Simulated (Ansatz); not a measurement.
Conformers of C4H8O2, SMILES `C1COCOC1`, each relaxed with PBE0-D4/def2-TZVP in Ansatz. CBS adds the triple-zeta coupled-cluster correction to the MP2 limit.

Not all of them had a frequency check.

Conformer A:

Z-matrix (Å, degrees):
```
C
C 1 1.528
C 1 1.528 2 107.3
H 1 1.093 2 111.1 3 120.1
H 1 1.093 2 109.9 3 -120.8
O 2 1.415 1 109.2 3 -31.4
H 2 1.090 1 112.2 3 -149.4
H 2 1.098 1 110.6 3 89.8
O 3 1.415 1 109.2 2 -31.8
H 3 1.098 1 110.6 2 89.5
H 3 1.090 1 112.2 2 -149.7
C 6 1.400 2 111.1 1 68.3
H 12 1.099 6 105.7 2 -156.0
H 12 1.099 6 111.4 2 84.3
```

Conformer B:

Z-matrix (Å, degrees):
```
C
C 1 1.518
C 1 1.518 2 108.6
H 1 1.093 2 109.4 3 -119.4
H 1 1.094 2 110.5 3 121.4
O 2 1.414 1 110.4 3 52.6
H 2 1.091 1 112.1 3 171.4
H 2 1.102 1 110.0 3 -68.3
O 3 1.414 1 110.4 2 -52.6
H 3 1.102 1 110.0 2 68.3
H 3 1.091 1 112.1 2 -171.4
C 6 1.394 2 110.8 1 -56.7
H 12 1.107 6 109.4 2 -60.7
H 12 1.089 6 107.3 2 179.5
```

Question: Which is lowest in electronic energy at CCSD(T)/CBS (frozen core, def2 sets), and by how much? (Best estimate.)

Answer: The calculation gave: B; A lies 21.5 kJ/mol higher.

Question: Give the energies relative to B (kJ/mol) with ωB97X-V/def2-TZVPP, ωB97M-V/def2-TZVPP, B2PLYP/def2-TZVPP, MP2/def2-QZVPP, SCS-MP2/def2-QZVPP, MP2/CBS(def2), CCSD/CBS(def2). (An estimate is asked.)

Answer: Computed: 
```csv
level,A
ωB97X-V/def2-TZVPP,21.7
ωB97M-V/def2-TZVPP,21.5
B2PLYP/def2-TZVPP,22.4
MP2/def2-QZVPP,22.4
SCS-MP2/def2-QZVPP,21.3
MP2/CBS(def2),22.2
CCSD/CBS(def2),21.2
```
